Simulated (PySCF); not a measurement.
Vinylcyanoacetylene, C5H3N.
SMILES: `C=CC#CC#N`

Computed with PBE0/def2-SVPD in PySCF (dipole) on a GFN2-xTB geometry, gas phase.

Take the most abundant isotopes and a rigid rotor. 

(1) Give the principal moments of inertia and the rotational constants in MHz.

(2) What kind of rotor is it?

(3) What does the inertial defect say?

(4) Where do the levels up to J = 3 lie, in K?

(5) Predict some low-J microwave lines.

(6) Estimate the classical rotational partition function at 50 K, 100 K and 500 K.

Results:

(1) Ia = 12.83, Ib = 360.68, Ic = 373.51 u·Å²; 505379 MHz·u·Å²/I gives A = 39395, B = 1401, C = 1353 MHz.

(2) A near-prolate asymmetric top. Ray's parameter κ = (2B − A − C)/(A − C) = -0.997; −1 is the prolate and +1 the oblate limit.

(3) Planar: Δ = Ic − Ia − Ib = 0.00 u·Å². For a rigid frame Δ = −2 Σ m c², so it vanishes when all atoms lie in the ab plane; here none is more than 0.01 Å from it.

(4) Above 0(0,0), as E/k:
J = 1: 1(0,1) 0.132, 1(1,1) 1.956, 1(1,0) 1.958
J = 2: 2(0,2) 0.397, 2(1,2) 2.218, 2(1,1) 2.225, 2(2,1) 7.695, 2(2,0) 7.695
J = 3: 3(0,3) 0.793, 3(1,3) 2.611, 3(1,2) 2.625, 3(2,2) 8.091, 3(2,1) 8.091, 3(3,1) 17.214, 3(3,0) 17.214
The levels of one J sum to (2J + 1)J(J + 1)(A + B + C)/3.

(5) The dipole components are |μa| = 5.16 D, |μb| = 0.30 D, |μc| = 0.00 D; the mirror of this Cs structure is the ab plane, so μc vanishes by symmetry and there are no c-type lines. Intensities carry the squares of the components, which stand as 1.00 : 0.00 (a : b). Some lines, for components of 0.1 D or more:

```json
{"type": "a", "branch": "R", "J(Ka,Kc)": "1(0,1) ← 0(0,0)", "MHz": "2754", "lower level (cm⁻¹)": "0.000"}
{"type": "a", "branch": "R", "J(Ka,Kc)": "2(1,2) ← 1(1,1)", "MHz": "5460", "lower level (cm⁻¹)": "1.359"}
{"type": "a", "branch": "R", "J(Ka,Kc)": "2(1,1) ← 1(1,0)", "MHz": "5557", "lower level (cm⁻¹)": "1.361"}
{"type": "a", "branch": "R", "J(Ka,Kc)": "3(1,3) ← 2(1,2)", "MHz": "8191", "lower level (cm⁻¹)": "1.541"}
{"type": "a", "branch": "R", "J(Ka,Kc)": "3(0,3) ← 2(0,2)", "MHz": "8263", "lower level (cm⁻¹)": "0.276"}
{"type": "a", "branch": "R", "J(Ka,Kc)": "3(2,2) ← 2(2,1)", "MHz": "8263", "lower level (cm⁻¹)": "5.348"}
{"type": "a", "branch": "R", "J(Ka,Kc)": "3(2,1) ← 2(2,0)", "MHz": "8263", "lower level (cm⁻¹)": "5.348"}
{"type": "a", "branch": "R", "J(Ka,Kc)": "3(1,2) ← 2(1,1)", "MHz": "8335", "lower level (cm⁻¹)": "1.546"}
{"type": "b", "branch": "Q", "J(Ka,Kc)": "1(1,0) ← 1(0,1)", "MHz": "38042", "lower level (cm⁻¹)": "0.092"}
{"type": "b", "branch": "Q", "J(Ka,Kc)": "2(1,1) ← 2(0,2)", "MHz": "38090", "lower level (cm⁻¹)": "0.276"}
{"type": "b", "branch": "Q", "J(Ka,Kc)": "3(1,2) ← 3(0,3)", "MHz": "38162", "lower level (cm⁻¹)": "0.551"}
{"type": "b", "branch": "R", "J(Ka,Kc)": "1(1,1) ← 0(0,0)", "MHz": "40748", "lower level (cm⁻¹)": "0.000"}
{"type": "b", "branch": "R", "J(Ka,Kc)": "2(1,2) ← 1(0,1)", "MHz": "43454", "lower level (cm⁻¹)": "0.092"}
{"type": "b", "branch": "R", "J(Ka,Kc)": "3(1,3) ← 2(0,2)", "MHz": "46136", "lower level (cm⁻¹)": "0.276"}
{"type": "b", "branch": "Q", "J(Ka,Kc)": "2(2,0) ← 2(1,1)", "MHz": "113981", "lower level (cm⁻¹)": "1.546"}
{"type": "b", "branch": "Q", "J(Ka,Kc)": "2(2,1) ← 2(1,2)", "MHz": "114125", "lower level (cm⁻¹)": "1.541"}
{"type": "b", "branch": "Q", "J(Ka,Kc)": "3(2,2) ← 3(1,3)", "MHz": "114197", "lower level (cm⁻¹)": "1.815"}
{"type": "b", "branch": "R", "J(Ka,Kc)": "2(2,1) ← 1(1,0)", "MHz": "119538", "lower level (cm⁻¹)": "1.361"}
{"type": "b", "branch": "R", "J(Ka,Kc)": "2(2,0) ← 1(1,1)", "MHz": "119586", "lower level (cm⁻¹)": "1.359"}
{"type": "b", "branch": "R", "J(Ka,Kc)": "3(2,2) ← 2(1,1)", "MHz": "122244", "lower level (cm⁻¹)": "1.546"}
{"type": "b", "branch": "Q", "J(Ka,Kc)": "3(3,0) ← 3(2,1)", "MHz": "190088", "lower level (cm⁻¹)": "5.624"}
{"type": "b", "branch": "Q", "J(Ka,Kc)": "3(3,1) ← 3(2,2)", "MHz": "190089", "lower level (cm⁻¹)": "5.624"}
{"type": "b", "branch": "R", "J(Ka,Kc)": "3(3,1) ← 2(2,0)", "MHz": "198351", "lower level (cm⁻¹)": "5.348"}
{"type": "b", "branch": "R", "J(Ka,Kc)": "3(3,0) ← 2(2,1)", "MHz": "198351", "lower level (cm⁻¹)": "5.348"}
```

(6) Point group Cs, symmetry number σ = 1; q = (√π/σ)·√((kT/h)³/(ABC)), k/h = 20836.6 MHz/K: 6900 at 50 K, 19500 at 100 K, 218000 at 500 K.

GFN2-xTB frequencies: not computed here. Constants of a rigid frame at the computed geometry: no zero-point averaging, no centrifugal distortion. Quadrupole hyperfine structure (14N) is left out.

Hardware: an Arm Neoverse V2 with one thread, on a shared host. Cost: 11 s wall. This is the PBE0/def2-SVPD job that gave the dipole, with the excitations it also computed.
